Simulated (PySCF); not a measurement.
Molecule: trifluoromethane, CHF3, net charge 0, singlet state. SMILES: FC(F)F
Geometry: optimised at B3LYP-D3(BJ)/def2-TZVP (Ansatz).

Dispersion corrections to the total energy (kcal/mol) from the dftd3 and dftd4 libraries through PySCF: D3(BJ) without and D4 with the three-body term, each with the damping fitted for the functional named.

| functional | D3(BJ) | D4 |
|---|---|---|
| PW6B95 | [?] | -0.96 |
| LC-wPBE | [?] | -1.19 |
| B3LYP | -1.68 | -1.75 |
| TPSS | [?] | -1.49 |
| HF | -10.49 | -4.95 |
| CAM-B3LYP | -0.65 | -0.86 |
| r2SCAN | -0.24 | -0.26 |

Task: What belongs in the gaps?

Result: 
- PW6B95, D3(BJ): -0.39
- LC-wPBE, D3(BJ): -0.83
- TPSS, D3(BJ): -1.21
